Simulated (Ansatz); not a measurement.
Coupled-cluster diagnostics for SiH2MeCl (CH5ClSi), Ansatz.

Geometry of the singlet (r2SCAN-D4/def2-TZVP):

```tsv
atom	x (Å)	y (Å)	z (Å)
Si1	-0.785	0.316	0.112
H2	-1.033	1.578	-0.626
H3	-1.163	0.495	1.534
C4	0.980	-0.235	-0.059
H5	1.652	0.525	0.349
H6	1.240	-0.393	-1.108
H7	1.152	-1.168	0.481
Cl8	-2.042	-1.117	-0.682
```

Correlated methods freeze 11 core orbitals.

Question: Estimate the CCSD(T) correlation energy, the shares of MP2 and (T), T1 and the reference's ⟨S²⟩ for: charge 0, singlet, own geometry in def2-TZVPP; and the rough time on 4 threads of Arm Neoverse V2 on a shared host.

Answer: 
| state | basis | correlation (eV) | MP2 share (%) | (T) share (%) | T1 | ⟨S²⟩ (pure) | wall time |
| --- | --- | --- | --- | --- | --- | --- | --- |
| charge 0, singlet, own geometry | def2-TZVPP | -15.338 | 88.0 | 3.6 | 0.009 | 0.00 (0.00) | 18 s |
Customary marks for T1 are 0.02 (closed shells), 0.045 (open shells) and about 0.05 (3d metals). T1 stays under 0.02 throughout.
